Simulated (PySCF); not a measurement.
Molecule: SMILES C1=C(S)SC=C1, C4H4S2.

Geometry (Å), atoms numbered from 1 in this order:
```xyz
10

S     2.379   -0.093   -1.295
C     0.803    0.061   -0.534
C     0.164   -0.871    0.249
C    -1.142   -0.466    0.634
C    -1.477    0.767    0.135
S    -0.215    1.433   -0.816
H     3.064    0.720   -0.456
H     0.635   -1.813    0.536
H    -1.808   -1.060    1.262
H    -2.404    1.320    0.284
```

Geometry PBE0-D3(BJ)/def2-SVP throughout; GIAO in PySCF 2.14.0 with density-fitted response routines, gas phase, one conformer, non-relativistic; equivalent atoms averaged; functional PBE0.

For orientation, aug-cc-pVDZ gives these shifts δ (against CS2, TMS at the same level): S6 253.6, C2 133.2, C5 133.6, C3 134.2, C4 123.7, H10 7.53, H8 7.36, H9 7.08, H7 3.51 ppm.

A run gave: S6 216.4, C2 133.5, C5 133.9, C3 131.5, C4 121.5, H10 7.33, H8 7.35, H9 7.09, H7 2.60 ppm (shifts δ (against CS2, TMS at the same level)).

Question: Which basis set was used in that run?
A. def2-SVP
B. 6-311+G(2d,p)
C. 6-31G
D. 6-31G*

Answer: C. S6 tells them apart best: 6-31G gives 216.4, 6-311+G(2d,p) gives 289.5, def2-SVP gives 251.7, 6-31G* gives 245.2 ppm.
